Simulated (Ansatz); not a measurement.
in.yaml

```yaml
crystal:
  periodic: [false, false, false]
  atoms:
    - {symbol: B, position_ang: [0.000000, 0.000000, 0.762520]}
    - {symbol: B, position_ang: [0.000000, 0.000000, -0.762520]}
    - {symbol: H, position_ang: [0.000000, 0.000000, 1.938254]}
    - {symbol: H, position_ang: [0.000000, 0.000000, -1.938254]}
basis:
  gaussian: {orbitals: cc-pVDZ}
magnetization: {spin_polarized: false, initial_magnetization: 2}
correlation: {method: ccsdtq, electrons: outside_noble_gas}
```

```sh
$ ansatz run in.yaml --threads 5 --pin off --events-out ev --progress --plain --max-ram 130560MiB --backend cuda --devices 0, --max-vram 75GiB
```

The program prints:

```
650 factors; integrals over basis functions are off by at most 1.5e-7 eV
mean field evaluation 1: about -1371.2869 eV, gradient 1.2e1 eV
mean field evaluation 2: about -1371.2888 eV, gradient 1.2e1 eV
mean field evaluation 4: about -1372.0721 eV, gradient 2.2e-1 eV
mean field evaluation 8: about -1372.0723 eV, gradient 2.3e-4 eV
mean field -1372.07229949 eV, -50.4227269821 hartree, gradient 1.6e-6 eV, S^2 2.000000; 0 other end points of the search recorded, 0 dependent functions left out
mean field evaluation 16: about -1371.2971 eV, gradient 9.0e0 eV
2 core orbitals not correlated: weight in the atoms' cores, before any rotation towards them, 1.000 or more for the frozen orbitals, at most 0.000 for the correlated occupied ones
reference -1372.07229949 eV, -50.4227269821 hartree; 5, 3 occupied and 31, 33 virtual orbitals, 650 factors
second order -3.47305934 eV of doubles, -0.04388215 eV of singles
cycle   1  -4.11730180 eV  change   -6.0e-1 eV  update   6.2e-2
cycle   2  -4.46098333 eV  change   -3.4e-1 eV  update   2.7e-2
cycle   3  -4.46304505 eV  change   -2.1e-3 eV  update   8.0e-3
cycle   4  -4.47256852 eV  change   -9.5e-3 eV  update   4.0e-3
cycle   5  -4.47458797 eV  change   -2.0e-3 eV  update   1.2e-3
cycle   6  -4.47369446 eV  change    8.9e-4 eV  update   5.2e-4
cycle   7  -4.47353955 eV  change    1.5e-4 eV  update   2.0e-4
cycle   8  -4.47370063 eV  change   -1.6e-4 eV  update   9.0e-5
cycle   9  -4.47375559 eV  change   -5.5e-5 eV  update   3.2e-5
cycle  10  -4.47373083 eV  change    2.5e-5 eV  update   1.3e-5
cycle  11  -4.47373262 eV  change   -1.8e-6 eV  update   5.9e-6
cycle  12  -4.47373212 eV  change    5.0e-7 eV  update   2.3e-6
cycle  13  -4.47373381 eV  change   -1.7e-6 eV  update   1.1e-6
cycle  14  -4.47373448 eV  change   -6.7e-7 eV  update   4.1e-7
Total energy: -1376.54603397 eV, -50.5871336920 hartree
```

For the same geometry and basis full CI lies 0.2 meV lower.

Ran on 5 threads of AMD EPYC 7R13 with a whole H100 80 GB, shared host: 9.5 s wall, 0.84 GiB peak host memory.
